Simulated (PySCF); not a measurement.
Identify the unknown among the candidates.

All candidates are C3H4Cl2.

| technique | computed result |
| --- | --- |
| 13C NMR | chemical shifts (computed TMS as zero) by class: 153.4 (1 C), 122.6 (1 C), 89.9 (1 C) ppm [GIAO B3LYP/pcSseg-2] |
| UV, first state | lowest singlet excitation: 6.79 eV (183 nm, f = 0.006) [TDDFT CAM-B3LYP/def2-SVPD] |
| NMR, other nuclei | isotropic shieldings of nuclei other than C and H, by class: 614 (2 Cl) ppm [GIAO B3LYP/pcSseg-2] |
| Polarisability | 67.0 au [CAM-B3LYP/def2-SVPD] |
| Dipole | 2.19 D [CAM-B3LYP/def2-SVPD] |
| UV, strongest line | among the 10 lowest singlet transitions: S2 at 6.88 eV (180 nm, f = 0.214) [TDDFT CAM-B3LYP/def2-SVPD] |
| Rotational structure | rotational constants A, B, C: 3.155, 2.751, 1.561 GHz [PBE0-D3(BJ)/def2-SVP] |
| XPS | Cl2p3/2 206.2 (×2), C1s 291.0, C1s 291.4, C1s 294.0, Cl1s 2828.8 (×2) eV [ΔSCF SCAN, pcX-2 on the ionised atom, pcseg-1 elsewhere, spin-free X2C, 2p3/2 from a spin–orbit splitting computed afterwards within the 2p shell] |
| Valence photoelectron | vertical ionisation energy: 10.45 eV [ΔSCF CAM-B3LYP/def2-SVPD] |

Electronic properties: PySCF, gas phase, density fitting. Levels stand in brackets. Isolated species at its PBE0-D3(BJ)/def2-SVP geometry (one conformer only). NMR values are class means; diastereotopic atoms form classes of their own.

Question: Which candidate is it?
A. `ClC1(Cl)CC1`
B. `C/C(Cl)=C\Cl`
C. `C=C(Cl)CCl`
D. `C=CC(Cl)Cl`

Answer: D. It is `C=CC(Cl)Cl`. Numbering: `[CH2:1]=[CH:2][CH:3]([Cl:4])[Cl:5]`. Its formula, C3H4Cl2, gives 1 degree of unsaturation: 0 rings and 1 π bond in the structure found. 3 carbons fall into 3 classes; from least to most shielded: alkene CH carbon [C2] (153.4 ppm), terminal =CH2 carbon [C1] (122.6 ppm), CHCl2 carbon [C3] (89.9 ppm). The other shieldings belong to: 614 ppm, alkyl chlorine [Cl4/Cl5]. The core levels belong to: Cl2p3/2 206.2 eV, alkyl chlorine [Cl4/Cl5]; C1s 291.0 eV, terminal =CH2 carbon [C1]; C1s 291.4 eV, alkene CH carbon [C2]; C1s 294.0 eV, CHCl2 carbon [C3]; Cl1s 2828.8 eV, alkyl chlorine [Cl4/Cl5]. The first electron is taken from the HOMO, whose largest Löwdin shares are 0.31 on the terminal =CH2 carbon, 0.31 on the alkene CH carbon, 0.16 on an alkyl chlorine and 0.15 on an alkyl chlorine. The optimised geometry has point group Cs and is an asymmetric top. NMR values of atoms bound to several Cl lack the spin–orbit term that these neighbours bring.

The others, at the same levels:
- `C=C(Cl)CCl` fails: its computed core binding energies are Cl2p3/2 206.4, Cl2p3/2 206.5, C1s 290.7, C1s 292.6, C1s 292.9, Cl1s 2829.0, Cl1s 2829.2 eV, lowest singlet excitation is 6.55 eV (189 nm, f = 0.000) (against 6.79 eV) and vertical ionisation energy is 9.96 eV (against 10.45 eV).
- `C/C(Cl)=C\Cl` fails: its computed core binding energies are Cl2p3/2 206.4, Cl2p3/2 206.5, C1s 291.5, C1s 291.9, C1s 292.3, Cl1s 2829.0, Cl1s 2829.2 eV, rotational constant A is 7.667 GHz (against 3.155 GHz) and smallest rotational constant is 1.278 GHz (against 1.561 GHz).
- `ClC1(Cl)CC1` fails: its computed core binding energies are Cl2p3/2 206.3 (×2), C1s 291.5 (×2), C1s 293.7, Cl1s 2828.9 (×2) eV, lowest singlet excitation is 6.60 eV (188 nm, f = 0.000) (against 6.79 eV) and vertical ionisation energy is 10.29 eV (against 10.45 eV).

Each candidate is one conformer, not necessarily the lowest. Dipoles, sizes and rotational constants follow the conformer. The torsions of the flexible species, by atom-mapped SMILES:
- `[CH2:1]=[CH:2][CH:3]([Cl:4])[Cl:5]`: C1–C2–C3–Cl4 118°
- `[CH2:1]=[C:2]([Cl:3])[CH2:4][Cl:5]`: C1–C2–C4–Cl5 0°
